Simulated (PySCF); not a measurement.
# C₃H₃F₃: NMR shifts at several levels of theory, part 2 of 2

PySCF 2.14.0. Atoms count from 0.

### 9 Shielding tensors: LC-wPBE/pcSseg-2

What the job is given:

```
{"job": {"kind": "nmr", "xc": "LC-wPBE", "basis": "pcSseg-2", "pop": false}, "charge": 0, "multiplicity": 1}
F      1.836772    -0.021142    -0.644172
C      0.830007    -0.108100     0.246780
C     -0.357063     0.822143     0.064604
C     -0.475492    -0.628652    -0.220222
F     -0.593704    -1.036503    -1.482025
F     -1.195569    -1.401152     0.598588
H      1.160962    -0.351575     1.262448
H     -0.839640     1.234116     0.954320
H     -0.310671     1.474037    -0.812167
```

Level: GIAO LC-wPBE/pcSseg-2 NMR shielding, non-relativistic, gas phase.

Log:

```text
coarse grid: 8376 points
cycle   1  E = -415.4036732367  dE =  1.284e+00  |g| = 9.026e-01  |ddm| = 2.063e+00
cycle   2  E = -415.4001588591  dE =  3.514e-03  |g| = 1.017e+00  |ddm| = 7.891e-01
cycle   3  E = -415.5433607576  dE = -1.432e-01  |g| = 6.495e-02  |ddm| = 4.061e-01
cycle   4  E = -415.5440564472  dE = -6.957e-04  |g| = 2.458e-02  |ddm| = 5.072e-02
cycle   5  E = -415.5441896001  dE = -1.332e-04  |g| = 8.630e-03  |ddm| = 2.569e-02
cycle   6  E = -415.5442047532  dE = -1.515e-05  |g| = 2.209e-03  |ddm| = 6.616e-03
cycle   7  E = -415.5442058726  dE = -1.119e-06  |g| = 9.585e-04  |ddm| = 2.266e-03
final grid: 84552 points
cycle   8  E = -415.5452700378  dE = -1.625e-04  |g| = 1.196e-02  |ddm| = 3.777e-02
cycle   9  E = -415.5452661792  dE =  3.859e-06  |g| = 1.372e-02  |ddm| = 9.374e-03
cycle  10  E = -415.5452901943  dE = -2.402e-05  |g| = 3.692e-04  |ddm| = 4.652e-03
cycle  11  E = -415.5452902227  dE = -2.839e-08  |g| = 2.407e-04  |ddm| = 4.892e-04
cycle  12  E = -415.5452902325  dE = -9.789e-09  |g| = 5.168e-05  |ddm| = 1.400e-04
cycle  13  E = -415.5452902330  dE = -5.318e-10  |g| = 2.100e-05  |ddm| = 5.703e-05
converged SCF energy = -415.5452902330

GIAO shielding tensors (ppm)
atom      isotropic    diamagn.    paramagn.     s11        s22        s33       span
  0 F      427.718     465.335     -37.617    395.382    423.944    463.828     68.446
  1 C      112.631     243.805    -131.174     63.007     88.196    186.689    123.683
  2 C      166.301     252.602     -86.301    149.919    154.710    194.275     44.356
  3 C       71.909     243.162    -171.253     42.941     59.686    113.099     70.158
  4 F      349.046     467.265    -118.219    234.128    349.852    463.158    229.030
  5 F      334.089     467.643    -133.553    218.718    354.363    429.187    210.469
  6 H       26.835      29.485      -2.650     22.246     26.829     31.430      9.184
  7 H       29.865      30.104      -0.239     25.550     26.381     37.666     12.116
  8 H       29.783      30.215      -0.431     25.496     27.380     36.474     10.978
```

Wall time 47 s (1 thread of Arm Neoverse V2, shared host); peak memory 1.1 GiB.

Key values: δ C3 116.4, C1 75.7, C2 22.0, F5 -130.5, H6 4.48, H8 1.53 ppm.

### 10 Shielding tensors: PBE0/6-31G

The job, as its differences from that of step 9:

```diff
@@ -1,2 +1,2 @@
-{"job": {"kind": "nmr", "xc": "LC-wPBE", "basis": "pcSseg-2", "pop": false}, "charge": 0, "multiplicity": 1}
+{"job": {"kind": "nmr", "xc": "PBE0", "basis": "6-31G", "pop": true}, "charge": 0, "multiplicity": 1}
 F      1.836772    -0.021142    -0.644172
```

Level: GIAO PBE0/6-31G NMR shielding, non-relativistic, gas phase.

Log:

```text
coarse grid: 8376 points
cycle   1  E = -414.9540129401  dE =  1.172e+00  |g| = 7.802e-01  |ddm| = 3.087e+00
cycle   2  E = -414.8342614344  dE =  1.198e-01  |g| = 1.177e+00  |ddm| = 1.838e+00
cycle   3  E = -415.0724819268  dE = -2.382e-01  |g| = 5.198e-02  |ddm| = 1.079e+00
cycle   4  E = -415.0729601193  dE = -4.782e-04  |g| = 2.868e-02  |ddm| = 7.343e-02
cycle   5  E = -415.0731452671  dE = -1.851e-04  |g| = 4.246e-03  |ddm| = 3.300e-02
cycle   6  E = -415.0731490635  dE = -3.796e-06  |g| = 1.022e-03  |ddm| = 5.749e-03
final grid: 84552 points
cycle   7  E = -415.0653273916  dE = -1.481e-05  |g| = 6.983e-03  |ddm| = 1.595e-02
cycle   8  E = -415.0653179154  dE =  9.476e-06  |g| = 1.026e-02  |ddm| = 1.565e-02
cycle   9  E = -415.0653371827  dE = -1.927e-05  |g| = 4.544e-04  |ddm| = 9.298e-03
cycle  10  E = -415.0653372309  dE = -4.816e-08  |g| = 6.766e-05  |ddm| = 5.583e-04
cycle  11  E = -415.0653372316  dE = -7.107e-10  |g| = 3.847e-05  |ddm| = 9.749e-05
cycle  12  E = -415.0653372318  dE = -2.633e-10  |g| = 4.585e-06  |ddm| = 3.798e-05
converged SCF energy = -415.0653372318

GIAO shielding tensors (ppm)
atom      isotropic    diamagn.    paramagn.     s11        s22        s33       span
  0 F      424.096     467.741     -43.645    390.705    428.860    452.723     62.018
  1 C      130.949     247.977    -117.028     88.194    107.260    197.392    109.198
  2 C      178.285     255.243     -76.958    161.966    169.913    202.975     41.009
  3 C       94.070     243.971    -149.901     68.092     79.242    134.877     66.785
  4 F      349.618     471.047    -121.429    245.669    353.708    449.478    203.809
  5 F      335.561     471.770    -136.208    231.578    355.163    419.944    188.366
  6 H       28.176      28.374      -0.198     23.507     28.063     32.959      9.452
  7 H       30.896      29.270       1.626     26.678     27.760     38.251     11.573
  8 H       30.918      29.177       1.741     26.789     28.369     37.596     10.808
```

Run time: 3.5 s. Hardware: 1 thread of Arm Neoverse V2, shared host; peak memory 0.39 GiB.

Key values: δ C3 105.5, C1 68.6, C2 21.3, F5 -158.2, H6 4.44, H7 1.72 ppm.

### 11 NMR shieldings: PBE0/STO-3G

The job, as its differences from that of step 10:

```diff
@@ -1,2 +1,2 @@
-{"job": {"kind": "nmr", "xc": "PBE0", "basis": "6-31G", "pop": true}, "charge": 0, "multiplicity": 1}
+{"job": {"kind": "nmr", "xc": "PBE0", "basis": "STO-3G", "pop": true}, "charge": 0, "multiplicity": 1}
 F      1.836772    -0.021142    -0.644172
```

Level: GIAO PBE0/STO-3G NMR shielding, non-relativistic, gas phase.

Log:

```text
coarse grid: 8376 points
cycle   1  E = -409.3687468360  dE =  1.188e+00  |g| = 6.441e-01  |ddm| = 3.992e+00
cycle   2  E = -409.3576610964  dE =  1.109e-02  |g| = 7.449e-01  |ddm| = 1.818e+00
cycle   3  E = -409.5109293132  dE = -1.533e-01  |g| = 3.184e-02  |ddm| = 9.403e-01
cycle   4  E = -409.5111787191  dE = -2.494e-04  |g| = 1.641e-02  |ddm| = 6.275e-02
cycle   5  E = -409.5112619632  dE = -8.324e-05  |g| = 2.409e-03  |ddm| = 2.683e-02
cycle   6  E = -409.5112641555  dE = -2.192e-06  |g| = 2.594e-04  |ddm| = 4.289e-03
final grid: 84552 points
cycle   7  E = -409.4648496523  dE = -5.440e-06  |g| = 3.060e-03  |ddm| = 9.994e-03
cycle   8  E = -409.4648497492  dE = -9.695e-08  |g| = 3.030e-03  |ddm| = 8.021e-03
cycle   9  E = -409.4648525033  dE = -2.754e-06  |g| = 5.608e-05  |ddm| = 4.034e-03
cycle  10  E = -409.4648525047  dE = -1.351e-09  |g| = 1.774e-05  |ddm| = 1.329e-04
cycle  11  E = -409.4648525048  dE = -1.052e-10  |g| = 7.001e-06  |ddm| = 3.875e-05
converged SCF energy = -409.4648525048

GIAO shielding tensors (ppm)
atom      isotropic    diamagn.    paramagn.     s11        s22        s33       span
  0 F      455.801     452.504       3.296    403.206    479.882    484.315     81.109
  1 C      185.655     254.492     -68.837    147.776    167.424    241.766     93.990
  2 C      220.300     252.822     -32.523    203.522    215.072    242.305     38.784
  3 C      159.712     256.811     -97.099    132.538    141.762    204.836     72.298
  4 F      429.718     452.994     -23.276    375.816    423.252    490.087    114.271
  5 F      423.702     453.270     -29.568    378.708    415.475    476.922     98.213
  6 H       30.498      30.479       0.019     25.155     28.510     37.830     12.675
  7 H       31.696      30.725       0.971     26.108     28.108     40.871     14.763
  8 H       31.645      30.757       0.889     26.152     28.504     40.280     14.129
```

It took 1.8 s on 1 thread of Arm Neoverse V2, shared host; peak memory 0.31 GiB.

In short: δ C3 75.0, C1 49.0, C2 14.4, F5 -119.3, H6 2.11, H8 0.96 ppm.

### 12 Side by side: NMR shifts

Shifts (ppm) of some atoms, chosen among heavy atoms and hydrogens apart, with basis size and wall time:

```csv
run,C3,C1,H6,H7,F5,F4,F0,functions,time
PBE0/pcSseg-2,113.9,74.2,4.45,1.39,-148.9,-165.1,-241.9,258,28 s
mPW1PW91/pcSseg-2,113.9,74.2,4.44,1.39,-148.4,-164.3,-240.8,258,34 s
WP04/pcSseg-2,117.6,76.2,4.46,1.53,-146.5,-159.0,-230.8,258,32 s
B97-2/pcSseg-2,112.8,73.5,4.45,1.39,-148.3,-163.9,-239.0,258,28 s
BHandHLYP/pcSseg-2,109.1,71.2,4.41,1.42,-137.2,-152.5,-226.8,258,25 s
CAM-B3LYP/pcSseg-2,115.6,75.7,4.51,1.45,-140.9,-157.4,-234.6,258,38 s
wB97X-D/pcSseg-2,114.1,74.2,4.42,1.39,-143.4,-158.6,-234.9,258,38 s
LC-wPBE/pcSseg-2,116.4,75.7,4.48,1.45,-130.5,-145.4,-224.1,258,47 s
PBE0/6-31G,105.5,68.6,4.44,1.72,-158.2,-172.3,-246.7,60,3.5 s
PBE0/STO-3G,75.0,49.0,2.11,0.91,-119.3,-125.3,-151.4,33,1.8 s
```

### 13 Summary of results

The summary covers parts 1 to 2.

| quantity | value |
| --- | --- |
| ¹³C shifts against TMS (PBE0/pcSseg-2) | 113.9, 74.2, 20.0 ppm |
| ¹H shifts against TMS (PBE0/pcSseg-2) | 4.45, 1.43, 1.39 ppm |
| ¹⁹F shifts against CFCl3 (PBE0/pcSseg-2) | -148.9, -165.1, -241.9 ppm |
| range of the shift of F5 (minimal bases aside) | -158.2 to -130.5 ppm |
| property runs in this session | 10, of which 0 failed and 1 gave unsound results |

Single values in the summary come from the first sound run of each kind (PBE0/pcSseg-2), which need not be the best level. The most deshielded hydrogen is H6 (hydrogen on a three-membered-ring carbon bearing a halogen), at 4.45 ppm: its carbon carries F, hence the downfield position. At PBE0/pcSseg-2: The widest tensor belongs to F4: span 231 ppm, with a paramagnetic part of -127 ppm. Leaving out the minimal-basis runs, which are unusable for shieldings: In ppm, F5 moves most: its shift spreads over 27.7 ppm, from -158.2 (PBE0/6-31G) to -130.5 (LC-wPBE/pcSseg-2). Most of that comes from the computed reference, not from the atom's own shielding.
